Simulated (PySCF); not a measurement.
difluoromethane cation (CH2F2), SMILES FCF (connectivity only; charge and spin as stated), charge +1, multiplicity 2.

The structure is a stationary point at B3LYP-D3(BJ)/def2-TZVP. The spin state was assumed, not searched.

Calculation: PySCF 2.14.0 with TDA-ωB97X/def2-SVPD.

Vertical excitations. Gas-phase values at a fixed geometry.

Give excitation energies, oscillator strengths and character. (Estimate from the structure and the level; the computed values follow.)


| state | energy (eV) | λ (nm) | f | main pairs |
|---|---|---|---|---|
| root 1 | 3.53 | 352 | 0.007 | β HOMO−1→LUMO 99 % |
| root 2 | 3.53 | 351 | 0.000 | β HOMO−2→LUMO 99 % |
| root 3 | 4.64 | 267 | 0.067 | β HOMO→LUMO 95 % |
| root 4 | 7.47 | 166 | 0.061 | β HOMO−3→LUMO 95 % |
| root 5 | 7.69 | 161 | 0.000 | β HOMO−4→LUMO 99 % |
| root 6 | 7.94 | 156 | 0.009 | β HOMO−5→LUMO 98 % |
| root 7 | 11.33 | 109 | 0.005 | α HOMO→LUMO 25 %, β HOMO−6→LUMO 65 % |
| root 8 | 11.66 | 106 | 0.125 | α HOMO→LUMO 68 %, β HOMO−6→LUMO 22 % |
| root 9 | 12.03 | 103 | 0.118 | α HOMO→LUMO+1 89 % |
| root 10 | 12.07 | 103 | 0.000 | α HOMO→LUMO+2 92 % |
Unrestricted roots are not spin-pure.
